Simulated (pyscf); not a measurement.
A first-order saddle from PySCF, ωB97X-D3(BJ)/def2-SVP:

```
Ga
O 1 1.7897
H 2 0.9630 1 114.32
O 1 1.7917 2 125.68 3 36.49
H 4 0.9634 1 113.97 2 65.44
O 1 1.8929 2 108.44 3 -179.15
H 6 0.9665 1 115.82 2 -6.21
H 6 1.4307 7 117.97 1 -91.95
S 8 1.5125 6 140.18 7 118.91
H 9 1.3488 8 94.11 6 85.23
```
Charge 0, spin multiplicity 1.

Surface: singlet, charge 0. Lowest wavenumbers (cm⁻¹): 784i, 93, 131, 165, 179.

### Question
Name the species on either side of this saddle.

### Answer
HO–Ga(OH)–OH + H₂S ⇌ HO–Ga(OH)–SH + H₂O, a four-centre exchange read from left to right: Ga–O, H–S broken and Ga–S, H–O formed. At ωB97M-D3(BJ)/def2-TZVP it lies -2.5 kJ/mol from the left side and +26.8 kJ/mol from the right (each side as separated species at their lowest minima found). On the reactant side the descent ends in an adduct with a Ga–S contact, 52.9 kJ/mol under the separated species and 34.1 kJ/mol under the saddle at ωB97X-D3(BJ)/def2-TZVP. On the product side the descent ends in an adduct with a Ga–O contact, 71.8 kJ/mol under the separated species and 92.7 kJ/mol under the saddle at ωB97X-D3(BJ)/def2-TZVP. At ωB97M-D3(BJ) the saddle lies under the separated reactants, which points to a path from their complex (located at ωB97X-D3(BJ) alone). What is counted as formed (Ga–S) is already present as a longer contact in the reactant adduct; forming that adduct is a step of its own. What is counted as broken (Ga–O) persists as a longer contact in the product adduct; parting that adduct is a step of its own. At ωB97X-D3(BJ)/def2-TZVP the barrier from the zero used here is -18.8 kJ/mol. One saddle was located; it need not be the lowest between these sides. Elements up to Kr have no core potential and no relativistic terms here.
